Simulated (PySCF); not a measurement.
## Molecular orbitals of LiC

CAM-B3LYP at R = 1.877 Å; basis Li def2-TZVP, C def2-TZVP; no relativity; PySCF 2.14. State: ⁴Σ⁻ (quartet), unpaired electrons σ ↑, π ↑↑. Only the outer orbitals are listed, counted within each symmetry.

```json
{"spin": "α", "orbital": "2σ", "occ.": "1", "ε (eV)": "-57.18", "on Li (%)": "100", "main shells (%)": "100 Li s"}
{"spin": "α", "orbital": "3σ", "occ.": "1", "ε (eV)": "-16.02", "on Li (%)": "3", "main shells (%)": "97 C s"}
{"spin": "α", "orbital": "4σ", "occ.": "1", "ε (eV)": "-7.05", "on Li (%)": "6", "main shells (%)": "92 C p"}
{"spin": "α", "orbital": "1π", "occ.": "1", "ε (eV)": "-6.43", "on Li (%)": "8", "main shells (%)": "92 C p"}
{"spin": "α", "orbital": "1π", "occ.": "1", "ε (eV)": "-6.43", "on Li (%)": "8", "main shells (%)": "92 C p"}
{"spin": "α", "orbital": "5σ", "occ.": "0", "ε (eV)": "-0.81", "on Li (%)": "98", "main shells (%)": "72 Li s, 25 Li p"}
{"spin": "α", "orbital": "2π", "occ.": "0", "ε (eV)": "1.60", "on Li (%)": "99", "main shells (%)": "99 Li p"}
{"spin": "α", "orbital": "2π", "occ.": "0", "ε (eV)": "1.60", "on Li (%)": "99", "main shells (%)": "99 Li p"}
{"spin": "β", "orbital": "2σ", "occ.": "1", "ε (eV)": "-57.04", "on Li (%)": "100", "main shells (%)": "100 Li s"}
{"spin": "β", "orbital": "3σ", "occ.": "1", "ε (eV)": "-11.90", "on Li (%)": "5", "main shells (%)": "94 C s"}
{"spin": "β", "orbital": "4σ", "occ.": "0", "ε (eV)": "-1.06", "on Li (%)": "96", "main shells (%)": "72 Li s, 24 Li p"}
{"spin": "β", "orbital": "1π", "occ.": "0", "ε (eV)": "0.20", "on Li (%)": "70", "main shells (%)": "70 Li p, 30 C p"}
{"spin": "β", "orbital": "1π", "occ.": "0", "ε (eV)": "0.20", "on Li (%)": "70", "main shells (%)": "70 Li p, 30 C p"}
```

Q: Which are the highest filled and the lowest empty level, where do they sit, and how wide is the gap?

A: Highest filled α 1π at -6.43 eV (in %: 92 C p); lowest empty β 4σ at -1.06 eV (in %: 72 Li s, 24 Li p); the gap at CAM-B3LYP is 5.37 eV.

```json
{
  "bond order (Mayer)": "0.53",
  "⟨S²⟩": "3.753",
  "charge on Li (Mulliken, basis-dependent)": "0.71",
  "charge on Li (Löwdin, basis-dependent)": "0.49",
  "dipole moment (positive dipole means Li(−)C(+))": "-6.34 D",
  "polarisability along the bond": "30.8 bohr³",
  "polarisability across the bond": "23.4 bohr³"
}
```

The state is the lowest determinant that a PBE0 search found; another state may lie lower at other levels.
